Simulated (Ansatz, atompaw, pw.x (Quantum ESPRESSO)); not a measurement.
pw.x on bcc Pt: one setting changed

Potential: PAW, atompaw 4.2.0.5, PBEsol; core [Xe] 4f14, reference 5d9 6s1 6p0; waves: 6s (bound): rc 3.00 bohr; 6s channel at 0.3 Ry: rc 3.00 bohr; 6p (bound, empty): rc 3.00 bohr; 6p channel at 3.9 Ry: rc 3.00 bohr; 5d (bound): rc 3.00 bohr; 5d channel at 1.45 Ry: rc 3.00 bohr; local part: troulliermartins scheme with l = 3 at 1 Ry, radius 2.75 bohr; core correction: smooth core density matched at 2.05 bohr; augmentation: sinc compensation charge, radius 2.25 bohr; PAW radius 3.00 bohr; waves and projectors: custom rrkj gramschmidtortho.

The reference run (k-mesh 15³, cutoffs 40/400 Ry, Fermi–Dirac 0.01 Ry, mixing_beta 0.4, conv_thr 1e-9, no spin) gives -3.15 GPa at 15.303 Å³/atom, where all-electron LAPW gives -1.52 GPa. This run, with its own iteration cap, changes nbnd to 17.

```
&control
  calculation='scf', prefix='x', pseudo_dir='./', outdir='./tmp', tstress=.true., disk_io='none'
/
&system
  ibrav=0, nat=1, ntyp=1, ecutwfc=40, ecutrho=400, nbnd=17,
  occupations='smearing', smearing='fd', degauss=0.01
/
&electrons
  conv_thr=1e-09, mixing_beta=0.4, electron_maxstep=50
/
ATOMIC_SPECIES
Pt 1.0 Pt.UPF
CELL_PARAMETERS angstrom
  -1.56400761 1.56400761 1.56400761
  1.56400761 -1.56400761 1.56400761
  1.56400761 1.56400761 -1.56400761
ATOMIC_POSITIONS crystal
Pt 0.0000 0.0000 0.0000
K_POINTS automatic
15 15 15 0 0 0
```

```bash
pw.x < Pt.scf.in > Pt.scf.out
```

Task: How does the run end?

Result: It converges in 7 iterations; the free energy moves by +0.0 meV/atom and the pressure by +0.00 GPa. The result is that of the reference run.

```
Message from routine setup:
     using ibrav=0 with symmetry is DISCOURAGED, use correct ibrav instead
     lattice parameter (alat)  =       5.1192  a.u.
     unit-cell volume          =     103.2698 (a.u.)^3
     number of electrons       =        10.00
     number of Kohn-Sham states=           17
     kinetic-energy cutoff     =      40.0000  Ry
     charge density cutoff     =     400.0000  Ry
     scf convergence threshold =      1.0E-09
     Exchange-correlation= SLA PW PSX PSC
     number of k points=   120  Fermi-Dirac smearing, width (Ry)=  0.0100
     iteration #  1     ecut=    40.00 Ry     beta= 0.40
     total energy              =    -737.05010057 Ry
     estimated scf accuracy    <       0.16753552 Ry
     iteration #  2     ecut=    40.00 Ry     beta= 0.40
     total energy              =    -737.06213681 Ry
     estimated scf accuracy    <       0.00702340 Ry
     iteration #  3     ecut=    40.00 Ry     beta= 0.40
     total energy              =    -737.06236293 Ry
     estimated scf accuracy    <       0.00025561 Ry
     iteration #  4     ecut=    40.00 Ry     beta= 0.40
     total energy              =    -737.06241176 Ry
     estimated scf accuracy    <       0.00000746 Ry
     iteration #  5     ecut=    40.00 Ry     beta= 0.40
     total energy              =    -737.06241325 Ry
     estimated scf accuracy    <       0.00000072 Ry
     iteration #  6     ecut=    40.00 Ry     beta= 0.40
     total energy              =    -737.06241344 Ry
     estimated scf accuracy    <          6.9E-09 Ry
     iteration #  7     ecut=    40.00 Ry     beta= 0.40
     the Fermi energy is    16.3310 ev
!    total energy              =    -737.06241345 Ry
     estimated scf accuracy    <          1.8E-10 Ry
     smearing contrib. (-TS)   =      -0.00421671 Ry
     convergence has been achieved in   7 iterations
          total   stress  (Ry/bohr**3)                   (kbar)     P=      -31.48
     Message from routine punch:
     Nothing written, as per user request (disk_io='none')
```

The run took about 11 s on one core of a shared host (AMD EPYC 9R45 96-Core Processor, 96 threads, 376 GiB, load 75).
